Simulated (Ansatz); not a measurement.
# CH₂Si (SMILES C#[SiH]): functionals against CCSD(T) at one geometry

A test off equilibrium: a structure displaced at random from a GFN2-xTB minimum is computed at several levels, and each is set against CCSD(T).

Program: Ansatz 0.2.0, Gaussian basis. Level of theory: single points in def2-TZVPP. These are calculated values, not measurements.

Correlated methods freeze the cores.

### 1 The starting structure

SMILES `C#[SiH]`, 4 atoms, charge 0, spin multiplicity 1.

Atoms are counted from 1 here; the program's logs count them from 0.

Bond lengths: C1–Si2 1.693 Å, C1–H3 1.137 Å, Si2–H4 1.572 Å. Angles: Si2–C1–H3 118.0°, C1–Si2–H4 176.6°.

Coordinates:

| atom | x (Å) | y (Å) | z (Å) |
| --- | --- | --- | --- |
| C1 | -1.0385 | 0.2363 | 0.1869 |
| Si2 | 0.6415 | 0.0412 | 0.1021 |
| H3 | -1.6817 | -0.3504 | -0.5452 |
| H4 | 2.2065 | -0.1113 | 0.1128 |

### 2 CCSD(T)/def2-TZVPP

run/in.yaml reads:

```yaml
crystal:
  periodic: [false, false, false]
  atoms:
    - {symbol: C, position_ang: [-1.038500, 0.236300, 0.186900]}
    - {symbol: Si, position_ang: [0.641500, 0.041200, 0.102100]}
    - {symbol: H, position_ang: [-1.681700, -0.350400, -0.545200]}
    - {symbol: H, position_ang: [2.206500, -0.111300, 0.112800]}
basis:
  gaussian: {orbitals: def2-TZVPP}
correlation: {method: ccsd_t}
output: {forces: true}
```

No record of the launch command was kept for these runs.

### 3 PBE0-D4/def2-TZVPP

run/in.yaml, as its differences from that of step 2:

```diff
@@ -9,3 +9,3 @@
   gaussian: {orbitals: def2-TZVPP}
-correlation: {method: ccsd_t}
-output: {forces: true}
+hamiltonian: {xc: pbe0, dispersion: d4}
+output: {forces: true, orbitals: {seedname: orbitals}}
```

### 4 wB97M-V/def2-TZVPP

run/in.yaml, as its differences from that of step 3:

```diff
@@ -9,3 +9,3 @@
   gaussian: {orbitals: def2-TZVPP}
-hamiltonian: {xc: pbe0, dispersion: d4}
-output: {forces: true, orbitals: {seedname: orbitals}}
+hamiltonian: {xc: {name: wB97M-V}}
+output: {forces: true}
```

### 5 r2SCAN-D4/def2-TZVPP

run/in.yaml, as its differences from that of step 4:

```diff
@@ -9,3 +9,3 @@
   gaussian: {orbitals: def2-TZVPP}
-hamiltonian: {xc: {name: wB97M-V}}
+hamiltonian: {xc: r2scan, dispersion: d4}
 output: {forces: true}
```

### 6 PBE-D4/def2-TZVPP

run/in.yaml, as its differences from that of step 5:

```diff
@@ -9,3 +9,3 @@
   gaussian: {orbitals: def2-TZVPP}
-hamiltonian: {xc: r2scan, dispersion: d4}
+hamiltonian: {xc: pbe, dispersion: d4}
 output: {forces: true}
```

### 7 LC-wPBE/def2-TZVPP

run/in.yaml, as its differences from that of step 6:

```diff
@@ -9,3 +9,3 @@
   gaussian: {orbitals: def2-TZVPP}
-hamiltonian: {xc: pbe, dispersion: d4}
+hamiltonian: {xc: {name: LC-wPBE}}
 output: {forces: true}
```

### 8 r2SCAN0-D4/def2-TZVPP

run/in.yaml, as its differences from that of step 7:

```diff
@@ -9,3 +9,3 @@
   gaussian: {orbitals: def2-TZVPP}
-hamiltonian: {xc: {name: LC-wPBE}}
+hamiltonian: {xc: {name: r2SCAN0}, dispersion: d4}
 output: {forces: true}
```

(Steps that only read results are left out.)

Before running it: what results should come out? Wanted: energy less free atoms, CCSD(T)/def2-TZVPP; RMS force component; RMS force error; HOMO and LUMO, PBE0-D4; T1 diagnostic.

The runs gave:

| quantity | value |
| --- | --- |
| energy less free atoms, CCSD(T)/def2-TZVPP | -1050.9 kJ/mol |
| RMS force component | 0.724 to 1.195 eV/Å over the methods |
| RMS force error | PBE0-D4 0.386, wB97M-V 0.499, r2SCAN-D4 0.297, PBE-D4 0.246, LC-wPBE 0.751, r2SCAN0-D4 0.441 eV/Å |
| HOMO and LUMO, PBE0-D4 | -6.62 and -2.39 eV |
| T1 diagnostic | 0.041 |

Against CCSD(T) the functionals' energies less atoms differ by -66.0 to +45.3 kJ/mol, PBE-D4 by -66.0 kJ/mol. A larger basis would deepen the CCSD(T) value, while the functionals are nearly converged already, so the order here is not reliable. For forces PBE-D4 does best and LC-wPBE worst. The T1 diagnostic is large here, over the usual mark for main-group molecules (transition-metal compounds often pass it harmlessly), so CCSD(T) itself may be off. The restricted Hartree–Fock reference is unstable towards an unrestricted one at one or more of these structures.
